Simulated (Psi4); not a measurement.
**singlet CH5BN+ at 4 levels**

Wanted: a comparison of 4 runs (HF/STO-3G, B3LYP/6-31G*, PBE/def2-SVPD, revPBE/def2-SVPD) of singlet CH5BN+. 

Program for the calculation: Psi4 1.11.

## Step 1: The structure to begin with

CH5BN+: 8 atoms, total charge +1, spin state singlet. SMILES of the parent species: `B[N]C`. The coordinates come from a PBE0-D4/def2-TZVP relaxation. That shape belongs to the parent species and isn't relaxed for this state.

Bond lengths: B1–N2 1.332 Å, N2–C3 1.390 Å, B1–H4 1.210 Å, B1–H5 1.203 Å, C3–H6 1.096 Å, C3–H7 1.096 Å, C3–H8 1.102 Å. Angles: B1–N2–C3 164.6°, N2–B1–H4 118.7°, N2–B1–H5 121.1°, N2–C3–H6 112.2°, N2–C3–H7 112.2°, N2–C3–H8 109.0°, H4–B1–H5 120.3°, H6–C3–H7 109.2°, H6–C3–H8 107.0°, H7–C3–H8 107.0°.

## Step 2: The energy at HF/STO-3G (run 1)

Contents of run.py:

```python
import psi4

psi4.set_memory('2200 MB')
psi4.set_num_threads(1)
psi4.core.set_output_file('ch5bn.out', False)

mol = psi4.geometry("""
1 1
B     -0.70656860     2.07132881    -1.82358571
N      0.11054898     0.52080852    -0.01644062
C      0.64175099    -1.57962207     1.46793925
H     -1.90446599     1.19487383    -3.56288964
H     -0.27023084     4.30177255    -1.74157160
H     -0.18216960    -1.42674322     3.36106689
H      2.67623014    -1.92411914     1.63518002
H     -0.19086234    -3.26658058     0.57523263
units au
symmetry c1
no_reorient
no_com
""")

psi4.set_options({
    'basis': 'STO-3G',
    'puream': True,
    'e_convergence': 1e-09,
    'd_convergence': 1e-08,
    'scf_type': 'pk',
})

energy_value, wavefunction = psi4.energy("scf", return_wfn=True)
psi4.oeprop(wavefunction, "WIBERG_LOWDIN_INDICES", "MAYER_INDICES", "QUADRUPOLE")
print('E =', round(energy_value, 9))
```

Started as:

```sh
$ python run.py
```

ch5bn.out:

```text
[...]
  Running in c1 symmetry.
[...]
  Nuclear repulsion =   63.858645296289914
[...]
  Multiplicity = 1
[...]
  Nalpha       = 11
  Nbeta        = 11
[...]
    Number of basis functions: 20
[...]
   @RHF iter   1:  -118.03643940782440   -2.20831e+00   1.34214e-02 DIIS/ADIIS
[...]
   @RHF iter  14:  -118.10032268900915   -5.44276e-12   8.05387e-09 DIIS
[...]
    Orbital Energies [Eh]
    ---------------------
    Doubly Occupied:
       1A    -15.833753     2A    -11.397027     3A     -7.730110
       4A     -1.475608     5A     -1.196210     6A     -0.952721
       7A     -0.882851     8A     -0.848382     9A     -0.809757
      10A     -0.737263    11A     -0.699596
[...]
  @RHF Final Energy:  -118.10032268900915
   => Energetics <=
    Nuclear Repulsion Energy =             63.8586452962899145
    One-Electron Energy =                -278.7913786665607176
    Two-Electron Energy =                  96.8324106812616492
    Total Energy =                       -118.1003226890091469
[...]
 Multipole Moments:
 ------------------------------------------------------------------------------------
     Multipole            Electronic (a.u.)      Nuclear  (a.u.)        Total (a.u.)
 ------------------------------------------------------------------------------------
 L = 1.  Multiply by 2.5417464519 to convert [e a0] to [Debye]
 Dipole X            :         -1.2489662            1.2200072           -0.0289590
 Dipole Y            :         -3.3488047            3.4037747            0.0549700
 Dipole Z            :          0.0416897           -0.1583591           -0.1166694
 Magnitude           :                                                    0.1321820
 L = 2.  Multiply by 1.3450342976 to convert [e a0^2] to [Debye ang]
 Quadrupole XX       :        -27.5692993           15.9846468          -11.5846524
 Quadrupole XY       :         19.9866363          -20.7010771           -0.7144407
[...]
```

On the terminal:

```text
E = -118.100322689
```

Run time: 1.9 s. Hardware: 1 thread of Intel Xeon Platinum 8375C at 2.90GHz (Ice Lake), shared host; peak memory 0.18 GiB.

## Step 3: A single-point energy at B3LYP/6-31G(d) (spherical functions) (run 2)

Contents of ch5bn.xyz:

```xyz
8
CH5BN
B     -0.373900     1.096100    -0.965000
N      0.058500     0.275600    -0.008700
C      0.339600    -0.835900     0.776800
H     -1.007800     0.632300    -1.885400
H     -0.143000     2.276400    -0.921600
H     -0.096400    -0.755000     1.778600
H      1.416200    -1.018200     0.865300
H     -0.101000    -1.728600     0.304400
```

Contents of run.py:

```python
import psi4

psi4.set_memory('2200 MB')
psi4.set_num_threads(1)
psi4.core.set_output_file('run.log', False)

with open('ch5bn.xyz') as f:
    atoms = ''.join(f.readlines()[2:])
mol = psi4.geometry('1 1\n' + atoms + 'symmetry c1\nno_reorient\nno_com')

psi4.set_options({
    'basis': '6-31G*',
    'puream': True,
    'e_convergence': 1e-09,
    'd_convergence': 1e-08,
    'scf_type': 'pk',
    'dft_radial_points': 99,
    'dft_spherical_points': 590,
})

e_tot = psi4.energy('b3lyp')
print(f'b3lyp energy: {e_tot:.10f} Eh')
```

Started as:

```sh
$ python run.py
```

run.log:

```text
[...]
  Running in c1 symmetry.
[...]
  Nuclear repulsion =   63.858645311702894
[...]
  Multiplicity = 1
[...]
  Nalpha       = 11
  Nbeta        = 11
[...]
    Number of basis functions: 52
[...]
   @RKS iter   1:  -120.25405778828483   -2.06998e-01   7.46401e-03 DIIS/ADIIS
[...]
   @RKS iter  12:  -120.33358107047702   -4.12115e-13   3.38571e-09 DIIS
[...]
    Orbital Energies [Eh]
    ---------------------
    Doubly Occupied:
       1A    -14.691053     2A    -10.472608     3A     -7.012711
       4A     -1.176038     5A     -0.955499     6A     -0.782957
       7A     -0.711777     8A     -0.701434     9A     -0.680010
      10A     -0.622104    11A     -0.551525
[...]
  @RKS Final Energy:  -120.33358107047702
   => Energetics <=
    Nuclear Repulsion Energy =             63.8586453117028938
    One-Electron Energy =                -281.2582793482147849
    Two-Electron Energy =                 111.5292314362154826
    DFT Exchange-Correlation Energy =     -14.4631784701806261
    Empirical Dispersion Energy =           0.0000000000000000
    VV10 Nonlocal Energy =                  0.0000000000000000
    Total Energy =                       -120.3335810704770239
[...]
 Multipole Moments:
 ------------------------------------------------------------------------------------
     Multipole            Electronic (a.u.)      Nuclear  (a.u.)        Total (a.u.)
 ------------------------------------------------------------------------------------
 L = 1.  Multiply by 2.5417464519 to convert [e a0] to [Debye]
 Dipole X            :         -1.3043446            1.2200072           -0.0843374
 Dipole Y            :         -3.3803624            3.4037747            0.0234123
 Dipole Z            :         -0.0415935           -0.1583590           -0.1999525
 Magnitude           :                                                    0.2182703
[...]
```

The script printed:

```text
b3lyp energy: -120.3335810705 Eh
```

Wall time 11 s (1 thread of Intel Xeon Platinum 8375C at 2.90GHz (Ice Lake), shared host); peak memory 0.87 GiB.

## Step 4: A single-point energy at PBE/def2-SVPD (run 3)

Contents of calc.py:

```python
import psi4

psi4.set_memory(2200000000)
psi4.set_num_threads(1)
psi4.set_output_file('output.dat', False)

mol = psi4.geometry("""
1 1
B     -0.70656860     2.07132881    -1.82358571
N      0.11054898     0.52080852    -0.01644062
C      0.64175099    -1.57962207     1.46793925
H     -1.90446599     1.19487383    -3.56288964
H     -0.27023084     4.30177255    -1.74157160
H     -0.18216960    -1.42674322     3.36106689
H      2.67623014    -1.92411914     1.63518002
H     -0.19086234    -3.26658058     0.57523263
units au
symmetry c1
no_reorient
no_com
""")

options = {'reference': 'rks', 'puream': True, 'e_convergence': 1e-09, 'd_convergence': 1e-08, 'scf_type': 'pk', 'dft_radial_points': 99, 'dft_spherical_points': 590}
psi4.set_options(options)

e, wfn = psi4.energy('pbe/def2-SVPD', molecule=mol, return_wfn=True)
psi4.oeprop(wfn, 'QUADRUPOLE', 'WIBERG_LOWDIN_INDICES', 'MULLIKEN_CHARGES', title='PBE')
print(f'pbe/def2-SVPD energy: {e:.10f} Eh')
```

Started as:

```sh
$ python calc.py
```

output.dat:

```text
[...]
  Running in c1 symmetry.
[...]
  Nuclear repulsion =   63.858645296289914
[...]
  Multiplicity = 1
[...]
  Nalpha       = 11
  Nbeta        = 11
[...]
    Number of basis functions: 100
[...]
   @RKS iter   1:  -119.94114984382928   -8.36533e-02   5.14264e-03 DIIS/ADIIS
[...]
   @RKS iter  12:  -120.08387215490887   -4.39115e-12   3.71589e-09 DIIS
[...]
  @RKS Final Energy:  -120.08387215490887
   => Energetics <=
    Nuclear Repulsion Energy =             63.8586452962899145
    One-Electron Energy =                -281.1748397828372958
    Two-Electron Energy =                 114.8800420416936277
    DFT Exchange-Correlation Energy =     -17.6477197100551315
    Empirical Dispersion Energy =           0.0000000000000000
    VV10 Nonlocal Energy =                  0.0000000000000000
    Total Energy =                       -120.0838721549088746
[...]
 Multipole Moments:
 ------------------------------------------------------------------------------------
     Multipole            Electronic (a.u.)      Nuclear  (a.u.)        Total (a.u.)
 ------------------------------------------------------------------------------------
 L = 1.  Multiply by 2.5417464519 to convert [e a0] to [Debye]
 Dipole X            :         -1.3088580            1.2200072           -0.0888508
 Dipole Y            :         -3.3733601            3.4037747            0.0304146
 Dipole Z            :         -0.0511850           -0.1583591           -0.2095441
 Magnitude           :                                                    0.2296264
 L = 2.  Multiply by 1.3450342976 to convert [e a0^2] to [Debye ang]
 Quadrupole XX       :        -27.5935712           15.9846468          -11.6089244
 Quadrupole XY       :         19.5547705          -20.7010771           -1.1463066
[...]
  Mulliken Charges: (a.u.)
   Center  Symbol    Alpha    Beta     Spin     Total
       1     B     2.84896  2.84896  0.00000 -0.69792
       2     N     3.49240  3.49240  0.00000  0.01521
       3     C     2.65817  2.65817  0.00000  0.68367
       4     H     0.29153  0.29153  0.00000  0.41695
       5     H     0.28027  0.28027  0.00000  0.43945
       6     H     0.48327  0.48327  0.00000  0.03347
       7     H     0.48339  0.48339  0.00000  0.03322
       8     H     0.46202  0.46202  0.00000  0.07595
   Total alpha = 11.00000, Total beta = 11.00000, Total charge =  1.00000
[...]
```

On the terminal:

```text
pbe/def2-SVPD energy: -120.0838721549 Eh
```

Run time: 26 s. Hardware: 1 thread of Intel Xeon Platinum 8375C at 2.90GHz (Ice Lake), shared host; peak memory 1 GiB.

## Step 5: Energy and gradient at revPBE/def2-SVPD (run 4)

Contents of job.json:

```json
{
  "schema_name": "qcschema_input",
  "schema_version": 1,
  "molecule": {
    "schema_name": "qcschema_molecule",
    "schema_version": 2,
    "symbols": ["B", "N", "C", "H", "H", "H", "H", "H"],
    "geometry": [-0.7065686, 2.07132881, -1.82358571, 0.11054898, 0.52080852, -0.01644062, 0.64175099, -1.57962207, 1.46793925, -1.90446599, 1.19487383, -3.56288964, -0.27023084, 4.30177255, -1.7415716, -0.1821696, -1.42674322, 3.36106689, 2.67623014, -1.92411914, 1.63518002, -0.19086234, -3.26658058, 0.57523263],
    "molecular_charge": 1,
    "molecular_multiplicity": 1,
    "fix_symmetry": "c1"
  },
  "driver": "gradient",
  "model": {
    "method": "revpbe",
    "basis": "def2-SVPD"
  },
  "keywords": {
    "reference": "rks",
    "puream": true,
    "e_convergence": 1e-09,
    "d_convergence": 1e-08,
    "scf_type": "pk",
    "dft_radial_points": 99,
    "dft_spherical_points": 590,
    "scf_properties": ["WIBERG_LOWDIN_INDICES", "MAYER_INDICES", "DIPOLE"]
  }
}
```

Started as:

```sh
$ psi4 --qcschema job.json -n 1 --memory 2200MB
```

stdout:

```text
[...]
  Running in c1 symmetry.
[...]
  Nuclear repulsion =   63.858645296289922
[...]
  Multiplicity = 1
[...]
  Nalpha       = 11
  Nbeta        = 11
[...]
    Number of basis functions: 100
[...]
   @RKS iter   1:  -120.08862099106612   -1.05838e-01   4.93008e-03 DIIS/ADIIS
[...]
   @RKS iter  12:  -120.22000707132115   -4.87432e-12   3.10701e-09 DIIS
[...]
    Orbital Energies [Eh]
    ---------------------
    Doubly Occupied:
       1A    -14.352017     2A    -10.203039     3A     -6.788066
       4A     -1.083317     5A     -0.879840     6A     -0.726490
       7A     -0.666599     8A     -0.648130     9A     -0.632801
      10A     -0.583767    11A     -0.505909
[...]
  @RKS Final Energy:  -120.22000707132115
   => Energetics <=
    Nuclear Repulsion Energy =             63.8586452962899216
    One-Electron Energy =                -281.1525761394876781
    Two-Electron Energy =                 114.8664707103795593
    DFT Exchange-Correlation Energy =     -17.7925469385029515
    Empirical Dispersion Energy =           0.0000000000000000
    VV10 Nonlocal Energy =                  0.0000000000000000
    Total Energy =                       -120.2200070713211488
[...]
 Multipole Moments:
 ------------------------------------------------------------------------------------
     Multipole            Electronic (a.u.)      Nuclear  (a.u.)        Total (a.u.)
 ------------------------------------------------------------------------------------
 L = 1.  Multiply by 2.5417464519 to convert [e a0] to [Debye]
 Dipole X            :         -0.4701419            0.3450458           -0.1250961
 Dipole Y            :          1.8652888           -2.0721516           -0.2068628
 Dipole Z            :         -1.3156528            1.1664878           -0.1491650
 Magnitude           :                                                    0.2840624
[...]
  -Total Gradient:
     Atom            X                  Y                   Z
    ------   -----------------  -----------------  -----------------
       1       -0.022795321291     0.011106141160    -0.041128570326
       2        0.024718004868     0.021602992013     0.034914260735
       3       -0.016527032822    -0.040750726535    -0.015600985985
       4        0.006287261556     0.004857833680     0.009032556874
       5       -0.000094314123    -0.014145307476     0.003933699977
       6        0.011780466106     0.001641201184    -0.008938131394
       7       -0.012447673173     0.005821199776     0.005668688313
       8        0.009078556767     0.009864024641     0.012119139519
[...]
```

The result, in JSON:

```text
{
 "driver": "gradient",
 "model": {
  "method": "revpbe",
  "basis": "def2-SVPD"
 },
 "success": true,
 "return_result": [-0.02279532129091999, 0.011106141160227179, -0.041128570325769165, 0.024718004867974847, 0.021602992013006358, 0.03491426073462456, -0.01652703282192291, -0.04075072653481168, -0.015600985984731114, 0.006287261555601692, 0.004857833679638407, 0.009032556874001008, -9.431412310796639e-05, -0.01414530747565762, 0.003933699977092073, 0.01178046610618369, 0.0016412011836951512, -0.008938131393988469, -0.012447673172842622, 0.0058211997759844356, 0.00566868831295058, 0.009078556766704826, 0.009864024640664215, 0.012119139519165295],
 "properties": {
  "calcinfo_nbasis": 100,
  "calcinfo_nmo": 100,
  "calcinfo_nalpha": 11,
  "calcinfo_nbeta": 11,
  "calcinfo_natom": 8,
  "nuclear_repulsion_energy": 63.85864529628992,
  "return_energy": -120.22000707132115,
  "return_gradient": [-0.02279532129091999, 0.011106141160227179, -0.041128570325769165, 0.024718004867974847, 0.021602992013006358, 0.03491426073462456, -0.01652703282192291, -0.04075072653481168, -0.015600985984731114, 0.006287261555601692, 0.004857833679638407, 0.009032556874001008, -9.431412310796639e-05, -0.01414530747565762, 0.003933699977092073, 0.01178046610618369, 0.0016412011836951512, -0.008938131393988469, -0.012447673172842622, 0.0058211997759844356, 0.00566868831295058, 0.009078556766704826, 0.009864024640664215, 0.012119139519165295],
  "scf_one_electron_energy": -281.1525761394877,
  "scf_two_electron_energy": 114.86647071037956,
  "scf_xc_energy": -17.79254693850295,
  "scf_dipole_moment": [-0.1250961121021963, -0.2068628079969872, -0.14916499780490167],
  "scf_total_energy": -120.22000707132115,
  "scf_total_gradient": [-0.02279532129091999, 0.011106141160227179, -0.041128570325769165, 0.024718004867974847, 0.021602992013006358, 0.03491426073462456, -0.01652703282192291, -0.04075072653481168, -0.015600985984731114, 0.006287261555601692, 0.004857833679638407, 0.009032556874001008, -9.431412310796639e-05, -0.01414530747565762, 0.003933699977092073, 0.01178046610618369, 0.0016412011836951512, -0.008938131393988469, -0.012447673172842622, 0.0058211997759844356, 0.00566868831295058, 0.009078556766704826, 0.009864024640664215, 0.012119139519165295],
  "scf_iterations": 12
 }
}
```

Wall time 31 s (1 thread of Intel Xeon Platinum 8375C at 2.90GHz (Ice Lake), shared host); peak memory 1 GiB.

## Step 6: Overview of the runs

```
run                               level         integration grid      task  energy (Eh)  HOMO energy (eV)  LUMO energy (eV)  HOMO–LUMO gap (eV)  wall time
  1                           HF/STO-3G                        –    energy  -118.100323            -19.04             -6.03               13.01      1.9 s
  2  B3LYP/6-31G* (spherical functions)  99 radial × 590 angular    energy  -120.333581            -15.01            -11.81                3.19       11 s
  3                       PBE/def2-SVPD  99 radial × 590 angular    energy  -120.083872            -13.79            -12.51                1.28       26 s
  4                    revPBE/def2-SVPD  99 radial × 590 angular  gradient  -120.220007            -13.77            -12.49                1.28       31 s
```

## Step 7: Results

```
                       quantity          value
            run 4: total energy  -120.22001 Eh
             run 4: HOMO energy      -13.77 eV
             run 4: LUMO energy      -12.49 eV
           run 4: HOMO–LUMO gap        1.28 eV
run 4: largest force on an atom     2.485 eV/Å
```

**Reading.** The HOMO–LUMO gap runs from 1.28 eV (PBE/def2-SVPD) to 13.01 eV (HF/STO-3G). The two ends differ in method and basis. Totals of different functionals can't be ranked against each other. In run 1 the basis is minimal, so the values are rough. All runs together took 70 s, the longest 31 s.
